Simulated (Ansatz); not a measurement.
**H₂SO (SMILES OS): single points off equilibrium**

One table from this session's results is given with a row withheld; the runs are named, their logs left out.

Computed with Ansatz 0.2.0, Gaussian basis. Level: single points in def2-TZVPP.

Cores are frozen in the correlated methods.

**The system as given**

4 atoms, charge 0, spin multiplicity 1.

Atoms are counted from 1 here; the program's logs count them from 0.

Bond lengths: O1–S2 1.771 Å, O1–H3 1.033 Å, S2–H4 1.330 Å. Angles: S2–O1–H3 87.9°, O1–S2–H4 104.2°.

Geometry (Å):

```
O    -0.0347   -0.9179   -0.1838
S    -0.0861    0.8154   -0.5414
H    -0.9170   -0.7968    0.3406
H     0.8812    1.3323    0.2116
```

Set-up of the first run:

run/in.yaml

```yaml
crystal:
  periodic: [false, false, false]
  atoms:
    - {symbol: O, position_ang: [-0.034700, -0.917900, -0.183800]}
    - {symbol: S, position_ang: [-0.086100, 0.815400, -0.541400]}
    - {symbol: H, position_ang: [-0.917000, -0.796800, 0.340600]}
    - {symbol: H, position_ang: [0.881200, 1.332300, 0.211600]}
basis:
  gaussian: {orbitals: def2-TZVPP}
correlation: {method: ccsd_t}
output: {forces: true}
```

No record of the launch command was kept for these runs.

Among the steps run: CCSD(T)/def2-TZVPP; PBE0-D4/def2-TZVPP; wB97M-V/def2-TZVPP; r2SCAN-D4/def2-TZVPP; PBE-D4/def2-TZVPP; wB97X-V/def2-TZVPP; BLYP-D4/def2-TZVPP.

One table of the session follows, with a row left open; its other results are not shown here.

| method | RMS force component (eV/Å) | angle to CCSD(T) forces (°) | dipole (D) |
| --- | --- | --- | --- |
| CCSD(T) | 1.475 | reference | 1.63 |
| PBE0-D4 | 1.600 | 5.6 | 1.64 |
| wB97M-V | 1.583 | 4.6 | 1.66 |
| r2SCAN-D4 | 1.472 | 3.5 | 1.59 |
| PBE-D4 | 1.293 | 9.8 | 1.55 |
| wB97X-V | ? | ? | ? |
| BLYP-D4 | 1.241 | 12.5 | 1.56 |

Q: Estimate the row for wB97X-V from the others.

As computed: RMS force component (eV/Å): 1.614; angle to CCSD(T) forces (°): 6.1; dipole (D): 1.68. In the column «RMS force component (eV/Å)» it is the highest.
